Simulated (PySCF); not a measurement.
# Ethane, 1,1-dichloro- (C₂H₄Cl₂): spin-spin couplings and electronic excitations at several levels of theory, part 2 of 2

PySCF 2.14.0. Atoms count from 0. Earlier steps stand in the parts before.

## 9. TDDFT and polarisability: PBE0/def2-SVPD

Job settings and geometry (Å):

```
{"job": {"kind": "uv", "xc": "PBE0", "basis": "def2-SVPD", "ip": true}, "charge": 0, "multiplicity": 1}
C      0.478001     0.042682     0.673178
C     -0.291209     0.007538    -0.622374
Cl    -0.822682    -1.652536    -0.998100
Cl    -1.687751     1.114746    -0.558925
H     -0.160800    -0.290955     1.502747
H      1.350947    -0.622415     0.604896
H      0.818674     1.068438     0.875181
H      0.314944     0.332510    -1.476524
```

With the program's defaults for keys left out, this is: TDDFT PBE0/def2-SVPD, vertical, gas phase, core orbitals frozen in the response.

Output:

```text
coarse grid: 7904 points
cycle   1  E = -998.1589463497  dE =  2.527e-01  |g| = 3.580e-01  |ddm| = 3.389e+00
cycle   2  E = -998.1278273041  dE =  3.112e-02  |g| = 5.221e-01  |ddm| = 1.208e+00
cycle   3  E = -998.1928941417  dE = -6.507e-02  |g| = 5.532e-02  |ddm| = 7.033e-01
cycle   4  E = -998.1936082457  dE = -7.141e-04  |g| = 1.917e-02  |ddm| = 9.409e-02
cycle   5  E = -998.1937019115  dE = -9.367e-05  |g| = 3.850e-03  |ddm| = 3.033e-02
cycle   6  E = -998.1937059693  dE = -4.058e-06  |g| = 5.375e-04  |ddm| = 7.466e-03
final grid: 67400 points
cycle   7  E = -998.2954573331  dE = -1.401e-05  |g| = 5.113e-03  |ddm| = 4.646e-02
cycle   8  E = -998.2954528605  dE =  4.473e-06  |g| = 6.590e-03  |ddm| = 1.425e-02
cycle   9  E = -998.2954639691  dE = -1.111e-05  |g| = 9.174e-04  |ddm| = 8.688e-03
cycle  10  E = -998.2954641822  dE = -2.132e-07  |g| = 1.304e-04  |ddm| = 1.429e-03
cycle  11  E = -998.2954641862  dE = -4.012e-09  |g| = 2.714e-05  |ddm| = 2.332e-04
cycle  12  E = -998.2954641864  dE = -1.833e-10  |g| = 6.060e-06  |ddm| = 5.047e-05
converged SCF energy = -998.2954641864

Static polarisability (au): isotropic 54.696, principal 45.398 55.171 63.519

Singlet excitations
state   eV       nm        f      main configurations
  1   6.9393    178.7   0.00021   H-1->L 0.97
  2   7.0321    176.3   0.02188   H->L 0.94
  3   7.3857    167.9   0.00122   H-2->L 0.81, H-1->L+1 0.16
  4   7.6232    162.6   0.00618   H-3->L 0.62, H->L+1 0.35
  5   7.8822    157.3   0.00023   H-1->L+1 0.81, H-2->L 0.17
  6   7.9459    156.0   0.00044   H->L+1 0.62, H-3->L 0.36
  7   8.2287    150.7   0.05212   H-1->L+2 0.88
  8   8.2408    150.5   0.02778   H->L+2 0.94
  9   8.3911    147.8   0.00134   H-2->L+1 0.89
 10   8.6791    142.9   0.03559   H-3->L+1 0.55, H-2->L+2 0.35

Triplet excitations (Tamm-Dancoff, eV): 6.2723 6.3224 6.6214 6.8079
Vertical ionisation energy (delta-SCF) = 10.9838 eV
```

Wall time 26 s (1 thread, shared host).

This run: HOMO -8.76 eV, LUMO -0.18 eV; lowest singlet 6.94 eV.

## 10. Ultraviolet spectrum: BHandHLYP/def2-SVPD

Same as in step 9 but for these lines:

```diff
@@ -1,2 +1,2 @@
-{"job": {"kind": "uv", "xc": "PBE0", "basis": "def2-SVPD", "ip": true}, "charge": 0, "multiplicity": 1}
+{"job": {"kind": "uv", "xc": "BHandHLYP", "basis": "def2-SVPD", "ip": true}, "charge": 0, "multiplicity": 1}
 C      0.478001     0.042682     0.673178
```

Level: TDDFT BHandHLYP/def2-SVPD, vertical, gas phase, core orbitals frozen in the response.

Output:

```text
coarse grid: 7904 points
cycle   1  E = -998.5165212038  dE =  3.378e-01  |g| = 4.205e-01  |ddm| = 3.253e+00
cycle   2  E = -998.5060079149  dE =  1.051e-02  |g| = 5.071e-01  |ddm| = 1.311e+00
cycle   3  E = -998.5680382444  dE = -6.203e-02  |g| = 3.028e-02  |ddm| = 7.156e-01
cycle   4  E = -998.5682769615  dE = -2.387e-04  |g| = 1.788e-02  |ddm| = 9.788e-02
cycle   5  E = -998.5683642432  dE = -8.728e-05  |g| = 2.219e-03  |ddm| = 2.873e-02
cycle   6  E = -998.5683660486  dE = -1.805e-06  |g| = 8.510e-04  |ddm| = 6.639e-03
final grid: 67400 points
cycle   7  E = -998.6376734237  dE = -9.038e-06  |g| = 2.599e-03  |ddm| = 3.013e-02
cycle   8  E = -998.6376735967  dE = -1.730e-07  |g| = 2.464e-03  |ddm| = 7.243e-03
cycle   9  E = -998.6376751155  dE = -1.519e-06  |g| = 3.002e-04  |ddm| = 3.255e-03
cycle  10  E = -998.6376751388  dE = -2.333e-08  |g| = 8.517e-05  |ddm| = 5.839e-04
cycle  11  E = -998.6376751409  dE = -2.066e-09  |g| = 1.903e-05  |ddm| = 1.805e-04
cycle  12  E = -998.6376751410  dE = -1.148e-10  |g| = 3.690e-06  |ddm| = 3.522e-05
converged SCF energy = -998.6376751410

Static polarisability (au): isotropic 53.435, principal 44.461 53.689 62.156

Singlet excitations
state   eV       nm        f      main configurations
  1   7.3450    168.8   0.00025   H-1->L 0.80
  2   7.3734    168.2   0.01516   H->L 0.79
  3   7.6660    161.7   0.00049   H-2->L 0.59, H-1->L+2 0.23
  4   7.8939    157.1   0.00626   H-3->L 0.53, H->L+2 0.30
  5   8.7185    142.2   0.04787   H-1->L+1 0.62, H->L+2 0.09
  6   8.7478    141.7   0.02716   H->L+1 0.74
  7   8.7605    141.5   0.00206   H-1->L+2 0.52, H-2->L 0.27
  8   8.8166    140.6   0.01509   H->L+2 0.43, H-3->L 0.30, H-1->L+1 0.15
  9   9.2551    134.0   0.00503   H-2->L+1 0.70, H-1->L+4 0.19
 10   9.2557    134.0   0.00400   H-2->L+2 0.68, H-2->L+4 0.10

Triplet excitations (Tamm-Dancoff, eV): 6.5813 6.6513 6.8731 7.0554
Vertical ionisation energy (delta-SCF) = 11.2284 eV
```

Wall time 25 s (1 thread, shared host).

This run: HOMO -10.01 eV, LUMO 0.81 eV; lowest singlet 7.34 eV.

## 11. TDDFT and polarisability: CAM-B3LYP/def2-SVPD

Same as in step 10 but for these lines:

```diff
@@ -1,2 +1,2 @@
-{"job": {"kind": "uv", "xc": "BHandHLYP", "basis": "def2-SVPD", "ip": true}, "charge": 0, "multiplicity": 1}
+{"job": {"kind": "uv", "xc": "CAM-B3LYP", "basis": "def2-SVPD", "ip": true}, "charge": 0, "multiplicity": 1}
 C      0.478001     0.042682     0.673178
```

Method: TDDFT CAM-B3LYP/def2-SVPD, vertical, gas phase, core orbitals frozen in the response.

Output:

```text
coarse grid: 7904 points
cycle   1  E = -998.5048799402  dE =  3.290e-01  |g| = 4.393e-01  |ddm| = 3.271e+00
cycle   2  E = -998.4837776837  dE =  2.110e-02  |g| = 5.684e-01  |ddm| = 1.353e+00
cycle   3  E = -998.5599041072  dE = -7.613e-02  |g| = 3.171e-02  |ddm| = 7.510e-01
cycle   4  E = -998.5601371523  dE = -2.330e-04  |g| = 1.840e-02  |ddm| = 9.022e-02
cycle   5  E = -998.5602295296  dE = -9.238e-05  |g| = 2.851e-03  |ddm| = 3.004e-02
cycle   6  E = -998.5602324768  dE = -2.947e-06  |g| = 9.539e-04  |ddm| = 8.480e-03
final grid: 67400 points
cycle   7  E = -998.6693101034  dE = -1.487e-05  |g| = 3.199e-03  |ddm| = 3.114e-02
cycle   8  E = -998.6693101090  dE = -5.597e-09  |g| = 3.193e-03  |ddm| = 8.490e-03
cycle   9  E = -998.6693126002  dE = -2.491e-06  |g| = 3.731e-04  |ddm| = 4.024e-03
cycle  10  E = -998.6693126349  dE = -3.478e-08  |g| = 1.091e-04  |ddm| = 6.702e-04
cycle  11  E = -998.6693126382  dE = -3.260e-09  |g| = 2.522e-05  |ddm| = 2.239e-04
cycle  12  E = -998.6693126384  dE = -1.969e-10  |g| = 4.678e-06  |ddm| = 4.684e-05
converged SCF energy = -998.6693126384

Static polarisability (au): isotropic 54.481, principal 45.430 54.819 63.194

Singlet excitations
state   eV       nm        f      main configurations
  1   7.0726    175.3   0.00024   H-1->L 0.86
  2   7.1133    174.3   0.01585   H->L 0.84
  3   7.4081    167.4   0.00061   H-2->L 0.65, H-1->L+2 0.25
  4   7.6230    162.6   0.00605   H-3->L 0.53, H->L+2 0.36
  5   8.3167    149.1   0.00019   H-1->L+2 0.60, H-2->L 0.27
  6   8.3565    148.4   0.00904   H->L+2 0.39, H-3->L 0.34, H-1->L+1 0.14
  7   8.4264    147.1   0.05221   H-1->L+1 0.63, H->L+2 0.10
  8   8.4295    147.1   0.02675   H->L+1 0.82
  9   8.7691    141.4   0.00195   H-2->L+2 0.69, H-2->L+4 0.09, H-1->L+1 0.08
 10   8.8887    139.5   0.00380   H-2->L+1 0.69, H-1->L+4 0.19

Triplet excitations (Tamm-Dancoff, eV): 6.3697 6.4257 6.6590 6.8367
Vertical ionisation energy (delta-SCF) = 11.2334 eV
```

Wall time 28 s (1 thread, shared host).

Key values: HOMO -10.13 eV, LUMO 0.87 eV; lowest singlet 7.07 eV.

## 12. TDDFT and polarisability: wB97X-D/def2-SVPD

Same as in step 11 but for these lines:

```diff
@@ -1,2 +1,2 @@
-{"job": {"kind": "uv", "xc": "CAM-B3LYP", "basis": "def2-SVPD", "ip": true}, "charge": 0, "multiplicity": 1}
+{"job": {"kind": "uv", "xc": "wB97X-D", "basis": "def2-SVPD", "ip": true}, "charge": 0, "multiplicity": 1}
 C      0.478001     0.042682     0.673178
```

Level: TDDFT wB97X-D/def2-SVPD, vertical, gas phase, core orbitals frozen in the response.

Output:

```text
coarse grid: 7904 points
cycle   1  E = -998.4848962787  dE =  3.453e-01  |g| = 4.592e-01  |ddm| = 3.207e+00
cycle   2  E = -998.4782731806  dE =  6.623e-03  |g| = 5.388e-01  |ddm| = 1.427e+00
cycle   3  E = -998.5470568350  dE = -6.878e-02  |g| = 2.613e-02  |ddm| = 7.568e-01
cycle   4  E = -998.5472855677  dE = -2.287e-04  |g| = 1.379e-02  |ddm| = 9.227e-02
cycle   5  E = -998.5473436663  dE = -5.810e-05  |g| = 2.615e-03  |ddm| = 2.848e-02
cycle   6  E = -998.5473471604  dE = -3.494e-06  |g| = 9.321e-04  |ddm| = 9.645e-03
final grid: 67400 points
cycle   7  E = -998.6638139632  dE = -5.011e-05  |g| = 4.529e-03  |ddm| = 8.822e-02
cycle   8  E = -998.6638157688  dE = -1.806e-06  |g| = 3.720e-03  |ddm| = 1.721e-02
cycle   9  E = -998.6638191306  dE = -3.362e-06  |g| = 6.212e-04  |ddm| = 5.236e-03
cycle  10  E = -998.6638192314  dE = -1.008e-07  |g| = 2.278e-04  |ddm| = 1.620e-03
cycle  11  E = -998.6638192462  dE = -1.477e-08  |g| = 3.538e-05  |ddm| = 5.929e-04
cycle  12  E = -998.6638192466  dE = -4.247e-10  |g| = 8.977e-06  |ddm| = 9.065e-05
converged SCF energy = -998.6638192466

Static polarisability (au): isotropic 54.088, principal 45.124 54.445 62.694

Singlet excitations
state   eV       nm        f      main configurations
  1   7.1039    174.5   0.00017   H-1->L 0.89
  2   7.1733    172.8   0.01714   H->L 0.87
  3   7.4633    166.1   0.00074   H-2->L 0.68, H-1->L+1 0.25
  4   7.6806    161.4   0.00599   H-3->L 0.55, H->L+1 0.37
  5   8.3230    149.0   0.00033   H-1->L+1 0.62, H-2->L 0.26
  6   8.3795    148.0   0.00076   H->L+1 0.50, H-3->L 0.40
  7   8.6585    143.2   0.06036   H-1->L+2 0.47, H-2->L+1 0.39
  8   8.7236    142.1   0.01661   H->L+2 0.76, H-3->L+1 0.10
  9   8.8261    140.5   0.00638   H-2->L+1 0.42, H-1->L+2 0.36, H-2->L+4 0.10
 10   9.0935    136.3   0.10520   H-3->L+1 0.50, H-2->L+2 0.17

Triplet excitations (Tamm-Dancoff, eV): 6.4623 6.5038 6.7533 6.9286
Vertical ionisation energy (delta-SCF) = 11.1893 eV
```

Wall time 27 s (1 thread, shared host).

Key values: HOMO -10.63 eV, LUMO 1.60 eV; lowest singlet 7.10 eV.

## 13. Ultraviolet spectrum: LC-wPBE/def2-SVPD

Same as in step 12 but for these lines:

```diff
@@ -1,2 +1,2 @@
-{"job": {"kind": "uv", "xc": "wB97X-D", "basis": "def2-SVPD", "ip": true}, "charge": 0, "multiplicity": 1}
+{"job": {"kind": "uv", "xc": "LC-wPBE", "basis": "def2-SVPD", "ip": true}, "charge": 0, "multiplicity": 1}
 C      0.478001     0.042682     0.673178
```

With the program's defaults for keys left out, this is: TDDFT LC-wPBE/def2-SVPD, vertical, gas phase, core orbitals frozen in the response.

Output:

```text
coarse grid: 7904 points
cycle   1  E = -998.1645078732  dE =  4.051e-01  |g| = 5.192e-01  |ddm| = 3.191e+00
cycle   2  E = -998.1744206904  dE = -9.913e-03  |g| = 5.509e-01  |ddm| = 1.496e+00
cycle   3  E = -998.2449264540  dE = -7.051e-02  |g| = 2.703e-02  |ddm| = 7.898e-01
cycle   4  E = -998.2453620281  dE = -4.356e-04  |g| = 9.582e-03  |ddm| = 1.333e-01
cycle   5  E = -998.2454067518  dE = -4.472e-05  |g| = 3.050e-03  |ddm| = 3.128e-02
cycle   6  E = -998.2454122461  dE = -5.494e-06  |g| = 9.637e-04  |ddm| = 1.293e-02
final grid: 67400 points
cycle   7  E = -998.3927593156  dE = -1.573e-05  |g| = 3.255e-03  |ddm| = 2.983e-02
cycle   8  E = -998.3927603081  dE = -9.925e-07  |g| = 2.723e-03  |ddm| = 8.333e-03
cycle   9  E = -998.3927620307  dE = -1.723e-06  |g| = 2.449e-04  |ddm| = 3.534e-03
cycle  10  E = -998.3927621367  dE = -1.059e-07  |g| = 9.850e-05  |ddm| = 5.139e-04
cycle  11  E = -998.3927621394  dE = -2.762e-09  |g| = 1.305e-05  |ddm| = 2.109e-04
cycle  12  E = -998.3927621395  dE = -1.128e-10  |g| = 4.256e-06  |ddm| = 4.756e-05
converged SCF energy = -998.3927621395

Static polarisability (au): isotropic 52.874, principal 44.273 53.188 61.161

Singlet excitations
state   eV       nm        f      main configurations
  1   7.3199    169.4   0.00004   H-1->L 0.74, H-2->L+2 0.08
  2   7.3789    168.0   0.01078   H->L 0.73, H-3->L+2 0.08
  3   7.6036    163.1   0.00032   H-2->L 0.53, H-1->L+2 0.23
  4   7.8158    158.6   0.00422   H-3->L 0.47, H->L+2 0.28, H->L+4 0.09
  5   8.9703    138.2   0.00053   H-1->L+2 0.41, H-2->L 0.28, H-1->L+8 0.09
  6   8.9966    137.8   0.00839   H-3->L 0.33, H->L+2 0.32
  7   9.1408    135.6   0.06735   H-1->L+1 0.54, H-2->L+2 0.14
  8   9.1963    134.8   0.01552   H->L+1 0.65, H-3->L+2 0.12, H->L+5 0.10
  9   9.4131    131.7   0.00027   H-2->L+2 0.39, H-2->L+4 0.21, H-1->L+1 0.12
 10   9.5685    129.6   0.00017   H-2->L+1 0.51, H-1->L+4 0.24

Triplet excitations (Tamm-Dancoff, eV): 6.5362 6.5645 6.7602 6.9429
Vertical ionisation energy (delta-SCF) = 11.5485 eV
```

Wall time 38 s (1 thread, shared host).

Key values: HOMO -11.58 eV, LUMO 2.06 eV; lowest singlet 7.32 eV.

## 14. TDDFT and polarisability: PBE0/6-31G*

Same as in step 13 but for these lines:

```diff
@@ -1,2 +1,2 @@
-{"job": {"kind": "uv", "xc": "LC-wPBE", "basis": "def2-SVPD", "ip": true}, "charge": 0, "multiplicity": 1}
+{"job": {"kind": "uv", "xc": "PBE0", "basis": "6-31G*"}, "charge": 0, "multiplicity": 1}
 C      0.478001     0.042682     0.673178
```

Level: TDDFT PBE0/6-31G*, vertical, gas phase, core orbitals frozen in the response.

Output:

```text
coarse grid: 7904 points
cycle   1  E = -998.5816485299  dE =  2.943e-01  |g| = 3.794e-01  |ddm| = 2.578e+00
cycle   2  E = -998.5537754925  dE =  2.787e-02  |g| = 5.266e-01  |ddm| = 9.209e-01
cycle   3  E = -998.6208627866  dE = -6.709e-02  |g| = 5.787e-02  |ddm| = 5.074e-01
cycle   4  E = -998.6216786321  dE = -8.158e-04  |g| = 1.723e-02  |ddm| = 7.049e-02
cycle   5  E = -998.6217517334  dE = -7.310e-05  |g| = 4.212e-03  |ddm| = 2.113e-02
cycle   6  E = -998.6217567250  dE = -4.992e-06  |g| = 5.055e-04  |ddm| = 6.086e-03
final grid: 67400 points
cycle   7  E = -998.5824250671  dE = -8.825e-06  |g| = 5.529e-03  |ddm| = 1.326e-02
cycle   8  E = -998.5824199426  dE =  5.124e-06  |g| = 7.172e-03  |ddm| = 1.142e-02
cycle   9  E = -998.5824330607  dE = -1.312e-05  |g| = 8.233e-04  |ddm| = 6.956e-03
cycle  10  E = -998.5824332366  dE = -1.758e-07  |g| = 1.267e-04  |ddm| = 1.009e-03
cycle  11  E = -998.5824332404  dE = -3.821e-09  |g| = 2.396e-05  |ddm| = 1.309e-04
cycle  12  E = -998.5824332406  dE = -1.480e-10  |g| = 5.697e-06  |ddm| = 3.350e-05
converged SCF energy = -998.5824332406

Static polarisability (au): isotropic 40.479, principal 30.347 40.478 50.611

Singlet excitations
state   eV       nm        f      main configurations
  1   7.0408    176.1   0.00080   H-1->L 0.98
  2   7.1325    173.8   0.01936   H->L 0.94
  3   7.4867    165.6   0.00138   H-2->L 0.89, H-1->L+1 0.10
  4   7.7618    159.7   0.00181   H-3->L 0.82, H->L+1 0.17
  5   8.1286    152.5   0.00063   H-1->L+1 0.90, H-2->L 0.10
  6   8.1703    151.7   0.00015   H->L+1 0.82, H-3->L 0.18
  7   8.6382    143.5   0.00355   H-2->L+1 0.98
  8   9.0077    137.6   0.09026   H-3->L+1 0.86, H-4->L 0.08
  9   9.8836    125.4   0.01685   H-5->L 0.95
 10  10.0047    123.9   0.00470   H->L+2 0.88, H-4->L 0.09

Triplet excitations (Tamm-Dancoff, eV): 6.2973 6.3554 6.6567 6.8435
```

Wall time 3.1 s (1 thread, shared host).

In short: HOMO -8.60 eV, LUMO 0.13 eV; lowest singlet 7.04 eV.

## 15. Side by side: spin-spin couplings

Couplings (Hz), each a mean over the pairs like the one named, with basis size and wall time:

```
          run  C1–H7  C0–H4  C0–C1  H4–H5  H4–H7  C1–H4  functions   time
B3LYP/cc-pVTZ  165.6  122.7   33.3  -10.9    6.2   -2.6        184   16 s
 B3LYP/6-31G*  185.6  147.0   50.9  -15.2    5.7   -2.4         72  4.6 s
measured size      –      –      –      –    6.1      –          –      –
```

Measured: solution (compiled); Pretsch, Buehlmann, Badertscher, Structure Determination of Organic Compounds, 4th ed., Springer 2009.

## 16. Run by run: electronic excitations

Excitations and ground-state properties, with basis size and wall time:

```
                run  lowest singlet (eV)  brightest (eV)      f  gap (eV)  α (Å³)  μ (D)  functions   time
       HF/def2-SVPD                 8.05           10.55  0.245     14.69    7.66   2.28        126    7 s
      LDA/def2-SVPD                 6.28            7.37  0.034      6.08    8.51   2.10        126   33 s
      PBE/def2-SVPD                 6.31            7.35  0.037      6.13    8.44   2.07        126   34 s
    B3LYP/def2-SVPD                 6.79            7.93  0.048      8.02    8.21   2.10        126   33 s
     PBE0/def2-SVPD                 6.94            8.23  0.052      8.57    8.11   2.14        126   26 s
BHandHLYP/def2-SVPD                 7.34            8.72  0.048     10.81    7.92   2.17        126   25 s
CAM-B3LYP/def2-SVPD                 7.07            8.43  0.052     11.00    8.07   2.13        126   28 s
  wB97X-D/def2-SVPD                 7.10            9.09  0.105     12.24    8.01   2.18        126   27 s
  LC-wPBE/def2-SVPD                 7.32            9.14  0.067     13.64    7.84   2.16        126   38 s
        PBE0/6-31G*                 7.04            9.01  0.090      8.73    6.00   2.23         72  3.1 s
```

Measured dipole: 2.06 D (gas; NIST CCCBDB Release 22 (SRD 101), experimental dipoles).

Measured polarisability: 8.16 Å³ (gas; NIST CCCBDB Release 22 (SRD 101), experimental polarizabilities).

## 17. Results

The summary covers parts 1 to 2.

| quantity | value |
| --- | --- |
| point group | Cs |
| rotational constants (main isotopes) | 6.47, 3.18, 2.26 GHz |
| largest coupling of the table (B3LYP/cc-pVTZ) | 1J(C,H) C1–H7, 165.6 Hz |
| lowest singlet (HF/def2-SVPD) | 8.05 eV (154 nm), f = 0.011 |
| brightest single state of those computed | state 10, 10.55 eV, f = 0.245 |
| lowest triplet | 7.08 eV |
| vertical ionisation energy (ΔSCF) | 10.87 eV |
| range of J(C1,H7), mean over like pairs | 165.6 to 185.6 Hz |
| range of the lowest singlet | 6.28 to 8.05 eV |

**Reading.** Single values in the summary come from the first run of each kind that ended normally (B3LYP/cc-pVTZ; HF/def2-SVPD), which need not be the best level. Over 4 steps the energy fell by 0.015 eV; of the close pairs, C0–C1 changed most, 1.518 to 1.507 Å. No frequency check was run at this level, so the end point may be a saddle. The one measured coupling, H4–H7, differs from the computed size by 0.1 Hz; vibrational averaging and surroundings are not included. The lowest singlet, at 8.05 eV, is HOMO→LUMO+1 0.34, HOMO→LUMO+5 0.20 and is weak; of the 10 states computed, the strongest absorption comes from states 9 to 10 together at 10.55 eV (the last computed, so partners may be missing). The lowest triplet lies 0.97 eV below the lowest singlet (triplets in Tamm-Dancoff, singlets in full TDDFT). At HF/def2-SVPD, the highest states lie near or above the ionisation energy, where they hang on the basis. The orbital energy would give 12.04 eV for ionisation, ΔSCF gives 10.87 eV. The dipole moment, 2.28 D, compares with 2.06 D measured. The polarisability is 6 % below the measured 8.16 Å³. The coupling C1–H7, as a mean over pairs of its kind, runs from 165.6 Hz (B3LYP/cc-pVTZ) to 185.6 Hz (B3LYP/6-31G*). For the measured dipole, PBE/def2-SVPD misses least (0.01 D, 34 s) and HF/def2-SVPD most (0.22 D, 7 s); the quickest, PBE0/6-31G*, misses by 0.17 D in 3.1 s. For the measured polarisability, B3LYP/def2-SVPD misses least (0.05 Å³, 33 s) and PBE0/6-31G* most (2.16 Å³, 3.1 s). Couplings from bases without tight functions are rough. One molecule ranks no method: errors cancel, and vibration and temperature are missing from all runs.
